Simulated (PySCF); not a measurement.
# CF2O: the cost of one run

Method: relaxation, HF, 6-31g*, and further levels as typed in the inputs, in PySCF 2.14.0.

### 1 Starting point

Bond lengths: C1–O2 1.170 Å, C1–F3 1.310 Å, C1–F4 1.310 Å. Angles: O2–C1–F3 126.0°, O2–C1–F4 126.0°, F3–C1–F4 108.0°.

Structure file:

```xyz
4

C     0.0000    0.0000    0.0000
O     0.0000    0.0000    1.1700
F     1.0600    0.0000   -0.7700
F    -1.0600    0.0000   -0.7700
```

### 2 Relaxation: CF2O

The input, run.py:

```python
from pyscf import gto, scf
from pyscf.geomopt.geometric_solver import optimize
mol = gto.M(atom="mol.xyz", basis="6-31g*", verbose=4)
mf = scf.RHF(mol).run(conv_tol=1e-9)
m = optimize(mf, maxsteps=60)
print("optimised structure (A):")
for k in range(m.natm): print(m.atom_symbol(k), *(f"{x:.8f}" for x in m.atom_coords(unit="A")[k]))
```

Started as:

```console
python run.py
```

**Question.** How long does this run take on 4 threads of AMD EPYC 7R43 (Zen 3), shared host?

About 9.3 s.
